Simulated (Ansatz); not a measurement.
# Counterpoise correction, worked out

The pair of CH4 (SMILES C, atoms 1–5) and CH3Cl (SMILES CCl, atoms 6–10), both closed shells, in one local arrangement (a lower one may exist), relaxed at PBE0-D4/def2-TZVP:

C1  (-0.029, -0.137, -1.917)
H2  (-0.810, 0.182, -1.226)
H3  (0.831, 0.527, -1.829)
H4  (-0.409, -0.098, -2.937)
H5  (0.272, -1.158, -1.684)
C6  (0.168, 0.092, 1.937)
Cl7  (-1.508, 0.629, 1.719)
H8  (0.602, -0.091, 0.957)
H9  (0.166, -0.821, 2.526)
H10  (0.718, 0.875, 2.455)
(Å)

Ansatz 0.2.0; basis: def2-TZVPPD; cores frozen in the correlated methods.

CCSD(T) total energies in eV:

| system | geometry | basis functions | energy |
| --- | --- | --- | --- |
| pair | pair | all | -14694.28942 |
| CH4 | as in the pair | all (partner as ghosts) | -1100.41642 |
| CH3Cl | as in the pair | all (partner as ghosts) | -13593.83627 |
| CH4 | as in the pair | its own | -1100.41221 |
| CH3Cl | as in the pair | its own | -13593.82599 |
| CH4 | free (PBE0-D4 minimum) | its own | -1100.41235 |
| CH3Cl | free (PBE0-D4 minimum) | its own | -13593.82583 |

Task: Work out the interaction energy with and without the counterpoise correction, the superposition error, and the binding energy from the relaxed fragments.

Result: Without correction: -14694.28942 − (-1100.41221) − (-13593.82599) = -0.05122 eV.
With correction (each fragment in the whole basis): -14694.28942 − (-1100.41642) − (-13593.83627) = -0.03673 eV = -0.85 kcal/mol.
The superposition error is the difference, 0.01449 eV, 28 % of the uncorrected value: each fragment borrows its partner's functions.
Deformation from the free shapes: 0.00014 eV for CH4 and -0.00016 eV for CH3Cl (a small negative value is possible, since the free shapes are minima of another method).
Binding energy from relaxed fragments: -0.03673 + 0.00014 + (-0.00016) = -0.03675 eV = -0.85 kcal/mol (electronic, without zero-point energy; negative means bound). For comparison, the corrected interaction energy by CCSD(T) at an estimated basis limit (MP2 extrapolated from triple and quadruple zeta, plus CCSD(T) − MP2 in triple zeta) is -0.044 eV; triple zeta with the correction binds less.

T1 diagnostic: at most 0.008.

For scale, one of the runs: CCSD(T)/def2-TZVPPD, 244 basis functions, launched by `ansatz run in.yaml --threads 4 --pin off --events-out ev --progress --plain --max-ram 9574MiB`. The run took 49 s on 4 CPU threads of an Intel Xeon Platinum 8488C (shared host), with 4.8 GiB of host memory at its peak.
